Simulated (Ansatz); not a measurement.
# BH3Cl− (SMILES [BH3-]Cl): levels of theory compared

Wanted: a comparison of 6 runs (HF/STO-3G, B2PLYP/STO-3G, PBE0/STO-3G, r2SCAN0/STO-3G, BCCD(T)/STO-3G, CCSD/STO-3G) of BH3Cl−. 

Program for the calculation: Ansatz 0.2.0.

3 further runs of the same task are left out: 3 that didn't finish.

### 1 The system as given

The species is BH3Cl− (5 atoms), meant as a singlet with charge -1. SMILES: `[BH3-]Cl`. The H5–B1 distance was set to 3.020 Å, away from the relaxed value. At this shape a bond of the SMILES string is far longer than usual.

Bond lengths: B1–Cl2 1.873 Å, B1–H3 1.208 Å, B1–H4 1.208 Å. Angles: Cl2–B1–H3 106.7°, Cl2–B1–H4 106.7°, H3–B1–H4 112.0°.

### 2 A single-point energy at HF/STO-3G (run 1)

in.yaml reads:

```yaml
crystal:
  periodic: [false, false, false]
  atoms:
    - {symbol: B, position_ang: [0.205226, -1.405772, -1.057271]}
    - {symbol: Cl, position_ang: [-0.723024, -0.861452, -2.590171]}
    - {symbol: H, position_ang: [1.345916, -1.612522, -1.396271]}
    - {symbol: H, position_ang: [-0.337264, -2.409252, -0.660471]}
    - {symbol: H, position_ang: [0.000500, 0.857390, 0.931390]}
basis:
  gaussian: {orbitals: STO-3G}
accuracy: high
total_charge: -1
hamiltonian: {xc: hf}
```

Launch:

```bash
ansatz run in.yaml --threads 1 --pin off --max-ram 2610MiB --events-out events.jsonl --progress --plain --runs-dir runs
```

Log:

```text
Warning: RAYON_NUM_THREADS=1 ignored (pool sized by the plan → 1); use --threads N
Functional definition: HF
  name "HF"
  exchange = exact_x
  correlation = 0
281 factors; integrals over basis functions are off by at most 5.9e-9 eV
mean field evaluation 1: about -13067.3303 eV, gradient 1.9e1 eV
mean field evaluation 2: about -13067.3624 eV, gradient 1.9e1 eV
mean field evaluation 4: about -13070.5508 eV, gradient 3.7e0 eV
mean field evaluation 8: about -13070.6685 eV, gradient 3.3e-2 eV
mean field -13070.66847032 eV, -480.3382066671 hartree, gradient 2.6e-8 eV, S^2 0.000000; 0 other end points of the search recorded, 0 dependent functions left out
reference -13070.66847032 eV, -480.3382066671 hartree; 13, 13 occupied and 4, 4 virtual orbitals, 281 factors
Total energy: -13070.66847032 eV, -480.3382066671 hartree
```

Wall time 0.08 s (1 thread of Arm Neoverse V1, shared host).

### 3 The energy at B2PLYP/STO-3G (run 2)

run.yaml reads:

```yaml
crystal:
  periodic: [false, false, false]
  atoms:
    - {symbol: B, position_ang: [0.205226, -1.405772, -1.057271]}
    - {symbol: Cl, position_ang: [-0.723024, -0.861452, -2.590171]}
    - {symbol: H, position_ang: [1.345916, -1.612522, -1.396271]}
    - {symbol: H, position_ang: [-0.337264, -2.409252, -0.660471]}
    - {symbol: H, position_ang: [0.000500, 0.857390, 0.931390]}
basis:
  gaussian:
    orbitals: STO-3G
accuracy: high
hamiltonian:
  xc: {name: B2PLYP}
total_charge: -1
correlation:
  frozen_orbitals: {B: 1, Cl: 5, H: 0}
```

Launch:

```bash
ansatz run run.yaml --threads 1 --pin off --max-ram 2610MiB --events-out events.jsonl --progress --plain --runs-dir runs
```

Log, shortened:

```text
Warning: RAYON_NUM_THREADS=1 ignored (pool sized by the plan → 1); use --threads N
Functional definition: B2PLYP
  name "B2PLYP"
[...]
281 factors; integrals over basis functions are off by at most 5.9e-9 eV
[...]
mean field -13088.39540775 eV, -480.9896596018 hartree, gradient 6.5e-8 eV, S^2 0.000000; 0 other end points of the search recorded, 0 dependent functions left out; unrestricted orbitals would lower it
6 core orbitals not correlated: weight in the atoms' cores, before any rotation towards them, 1.000 or more for the frozen orbitals, at most 0.000 for the correlated occupied ones
reference -13088.39542620 eV, -480.9896602796 hartree; 7, 7 occupied and 4, 4 virtual orbitals, 281 factors
second order -4.82699525 eV of doubles, -0.00000000 eV of singles
Total energy: -13089.69871491 eV, -481.0375552565 hartree
```

Wall time 1.1 s (1 thread of Arm Neoverse V1, shared host); peak memory 0.094 GiB.

Runs 3 to 5 aren't shown in full; the table further down has their settings and results.

### 4 A single-point energy at CCSD/STO-3G (run 6)

input.yaml reads:

```yaml
crystal:
  periodic: [false, false, false]
  atoms:
    - {symbol: B, position_ang: [0.205226, -1.405772, -1.057271]}
    - {symbol: Cl, position_ang: [-0.723024, -0.861452, -2.590171]}
    - {symbol: H, position_ang: [1.345916, -1.612522, -1.396271]}
    - {symbol: H, position_ang: [-0.337264, -2.409252, -0.660471]}
    - {symbol: H, position_ang: [0.000500, 0.857390, 0.931390]}
basis:
  gaussian: {orbitals: STO-3G}
total_charge: -1
correlation: {method: ccsd, frozen_orbitals: {B: 1, Cl: 5, H: 0}}
accuracy: high
scf: {omitted_lower_state_checks: [cluster_reference, increment]}
```

Launch:

```bash
ansatz run input.yaml --threads 1 --pin off --max-ram 2610MiB --events-out events.jsonl --progress --plain --runs-dir runs
```

Log, shortened:

```text
Warning: RAYON_NUM_THREADS=1 ignored (pool sized by the plan → 1); use --threads N
[... 2 set-up lines as earlier in the session ...]
[...]
281 factors; integrals over basis functions are off by at most 5.9e-9 eV
[...]
mean field -13070.66847032 eV, -480.3382066671 hartree, gradient 2.6e-8 eV, S^2 0.000000; 0 other end points of the search recorded, 0 dependent functions left out; unrestricted orbitals would lower it
6 core orbitals not correlated: weight in the atoms' cores, before any rotation towards them, 1.000 or more for the frozen orbitals, at most 0.000 for the correlated occupied ones
reference -13070.66847032 eV, -480.3382066671 hartree; 7, 7 occupied and 4, 4 virtual orbitals, 281 factors
second order -2.74127602 eV of doubles, -0.00000000 eV of singles
cycle   1  -2.50922236 eV  change   -6.9e-1 eV  update   1.5e-1
[...]
cycle  27  -4.48008724 eV  change  -1.4e-10 eV  update  1.1e-10
WARN: these amplitudes may be one of several solutions (largest doubles amplitude 0.80, level shift 6.35 eV)
Total energy: -13075.14855756 eV, -480.5028468365 hartree
Checks for a lower state left out: cluster_reference, increment
```

It took 0.14 s on 1 thread of Arm Neoverse V1, shared host.

### 5 All runs side by side

| run | level | frozen core orbitals | energy (Eh) | wall time |
| --- | --- | --- | --- | --- |
| 1 | HF/STO-3G | – | -480.338207 | 0.08 s |
| 2 | B2PLYP/STO-3G | 6 | -481.037555 | 1.1 s |
| 3 | PBE0/STO-3G | – | -481.087598 | 0.89 s |
| 4 | r2SCAN0/STO-3G | – | -481.240687 | 2 s |
| 5 | BCCD(T)/STO-3G | 6 | -480.507691 | 0.16 s |
| 6 | CCSD/STO-3G | 6 | -480.502847 | 0.14 s |

### 6 Summary of results

```
                                          quantity          value
                               run 6: total energy  -480.50285 Eh
run 6: correlation energy (6 core orbitals frozen)     -164.6 mEh
                              run 6: T1 diagnostic          0.111
```

In words: Below the HF energy at the same shape and in the same basis (STO-3G): BCCD(T) -169.5 mEh; CCSD -164.6 mEh. Totals of different functionals can't be ranked against each other. In run 6 the T1 diagnostic is large, so a single reference may not serve. In runs 2, 5, 6 the log says that unrestricted orbitals would lower the reference, so the values rest on an unstable closed-shell determinant (other closed-shell runs at this shape may share the fault). In runs 1, 2, 3, 4, 5, 6 the basis is minimal, so the values are rough. All runs together took 4.4 s, the longest 2 s.
